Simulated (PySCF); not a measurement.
## C5H5O: g tensor and hyperfine couplings

Species: C₅H₅O (doublet state).
Cartesian coordinates in Å at the GFN2-xTB level; atoms count from 1:
```xyz
11
C5H5O angstrom
C     -2.4865    0.1342    0.3351
C     -1.5010   -0.0486   -0.6734
O     -1.7686   -0.2048   -1.8670
C     -0.1430   -0.0400   -0.1919
C      1.0164   -0.0439    0.1356
C      2.3908   -0.0450    0.5679
H     -2.2127    0.2621    1.3670
H     -3.5275    0.1377    0.0613
H      2.7697   -1.0670    0.5707
H      2.4746    0.3689    1.5724
H      2.9932    0.5490   -0.1186
```

The hyperfine couplings belong to this conformer and change with its torsions.

The species is `[CH2]C(=O)C#CC` [radical].

The calculation used UKS B3LYP, pcH-1 on C H O, non-relativistic, mean-field spin-orbit, GIAO in PySCF 2.14.0. Isolated species at its GFN2-xTB geometry (one conformer only). Couplings are sensitive to structure, and on GFN2-xTB geometries they can be far from those on DFT ones. Stability of the SCF solution: not tested.

```json
{
  "g1, g2, g3": "2.00212, 2.00430, 2.00851",
  "g_iso": "2.00498",
  "Form of g": "rhombic: the two nearest values differ by 34 % of g3 − g1",
  "⟨S²⟩": "0.7659 (exact 0.7500)",
  "Total energy": "-268.66471 Eh"
}
```

Isotropic coupling and dipolar principal values T1 to T3, in MHz:

| atom | isotope | a_iso | T1 | T2 | T3 | Mulliken spin population |
| --- | --- | --- | --- | --- | --- | --- |
| C1 | 13C | 68.5 | -66.6 | -66.0 | 132.6 | 0.88 |
| C2 | 13C | -43.2 | -16.5 | 4.9 | 11.6 | -0.13 |
| O3 | 17O | -19.8 | -96.1 | 47.6 | 48.5 | 0.31 |
| C4 | 13C | -1.0 | -1.3 | 0.4 | 0.9 | 0.01 |
| C5 | 13C | -0.9 | -1.2 | 0.5 | 0.7 | 0.00 |
| C6 | 13C | -0.1 | -0.2 | -0.1 | 0.3 | 0.00 |
| H7 | 1H | -53.5 | -32.0 | -1.7 | 33.7 | -0.04 |
| H8 | 1H | -52.3 | -30.1 | -2.3 | 32.4 | -0.04 |
| H9 | 1H | 1.1 | -0.5 | -0.4 | 0.9 | 0.00 |
| H10 | 1H | -0.4 | -0.5 | -0.5 | 1.0 | 0.00 |
| H11 | 1H | 0.3 | -0.5 | -0.4 | 0.9 | 0.00 |

The largest Mulliken spin populations are on C1 (+0.88), O3 (+0.31) and C2 (-0.13). The angles at C1 add up to 360.0°, so it is planar; its axial dipolar tensor and the negative couplings of its protons fit spin in a p orbital normal to that plane.

Axes: g3 points within 10° of the C2–O3 bond.

Under fast tumbling the dipolar parts average out, and these isotropic splittings remain: 1 × 1H (H7, I = 1/2, 2 lines) with 1.91 mT and 1 × 1H (H8, I = 1/2, 2 lines) with 1.86 mT.

H7 and H8 aren't averaged: C1 is flat or nearly so (angle sum 360°), and its turn about the short C1–C2 bond (1.42 Å) is taken as slow.

The 17O coupling of O3 (-19.8 MHz) shows only in satellite lines or after enrichment, since that isotope makes up about 0.038 % of natural oxygen.

The 13C coupling of C1 (68.5 MHz) shows only in satellite lines or after enrichment, since that isotope makes up about 1.07 % of natural carbon.

The spin density at the nucleus, in bohr⁻³, is negative for C2 (-0.0384), H7 (-0.0120) and H8 (-0.0117), for instance. A restricted open-shell determinant has no negative spin density anywhere; here it arises because α and β orbitals differ (spin polarisation).

On AMD EPYC 9B45, one thread, on a shared host, this took 16 s of wall time (with the writing of density and orbital grids) and 0.68 GiB of memory at its peak.
